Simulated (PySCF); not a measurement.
Ammonia, H₃N, SMILES N, point group C3v.

Force field and properties: B3LYP/pcSseg-2 (PySCF, grid level 2). Vibrational terms come from second-order perturbation theory with semi-diagonal cubic constants, by steps of ±0.6 along the normal coordinates of each isotopologue. The parent has the commonest isotopes.

Equilibrium geometry (Å):

```
atom        x        y        z
  N1   0.0153  -0.0046   0.2538
  H2  -0.4702  -0.8035  -0.1337
  H3  -0.4547   0.8276  -0.0789
  H4   0.9506  -0.0005  -0.1326
```

Species: ²H at 2, ²H at 3. Output of the displacement run:

```
mode    cm-1    km/mol   phi_rrr   E(+)/cm-1  E(-)/cm-1
  1    857.28   126.75     501.9     173.84     137.57
  2   1262.22    11.57     -49.8     225.29     229.04
  3   1495.98    26.08      -0.0     269.77     269.75
  4   2534.22     0.97    -968.3     423.10     492.68
  5   2648.60     3.47       1.9     478.72     478.61
  6   3560.50     2.93   -2290.7     565.80     730.09
```

For the shielding of H2 (σe = 31.68 ppm):

```csv
mode,ω (cm⁻¹),Σr φrrs (cm⁻¹),∂σ/∂q,∂²σ/∂q²
1,857,152,0.319,-0.250
2,1262,40,-0.176,-0.329
3,1496,0,-0.395,-0.137
4,2534,-1771,-2.058,0.338
5,2649,1,-1.565,0.178
6,3560,-1244,-0.261,-0.167
```

Work out the zero-point average of this shielding.

With ⟨qs⟩ = −Σr φrrs/(4ωs) and ⟨qs²⟩ = 1/2: the mean displacements are -0.044, -0.008, 0.000, 0.175, 0.000, 0.087. The anharmonic term Σ (∂σ/∂q)⟨q⟩ is -0.39 ppm, the harmonic term ¼ Σ ∂²σ/∂q² is -0.09 ppm, so ⟨σ⟩ = 31.19 ppm.
